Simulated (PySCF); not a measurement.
A GIAO shielding run with PySCF 2.14.0 with density-fitted response routines (density fitting, non-relativistic, gas phase) on SMILES [Al][Cl], AlCl:

```
$ OMP_NUM_THREADS=1 python probes_run.py task.json out

{"job": {"kind": "nmr", "xc": "B97-2", "basis": "pcSseg-2", "pop": false}, "charge": 0, "multiplicity": 1}
Al     1.077402    -0.032781     0.001543
Cl    -1.067774     0.019556    -0.020898
```

Hardware: 1 thread of an Arm Neoverse N1, shared host.

(1) How large is the calculation?

(2) How long does it take, and how much memory does it need?

(3) And these other runs on the same molecule and hardware: GIAO shielding at KT3/pcSseg-2; GIAO shielding at PBE0/pcSseg-2; GIAO shielding at wB97X-D/pcSseg-2?

Answers

(1) 30 electrons, 86 basis functions and 316 auxiliary functions.

(2) 2 s of wall time, with 12 SCF cycles and 4 response iterations; peak memory 0.33 GiB. Times on a shared host scatter by some tens of per cent.

(3) KT3/pcSseg-2: 86 functions, 2.9 s; PBE0/pcSseg-2: 86 functions, 3.9 s; wB97X-D/pcSseg-2: 86 functions, 2.6 s.
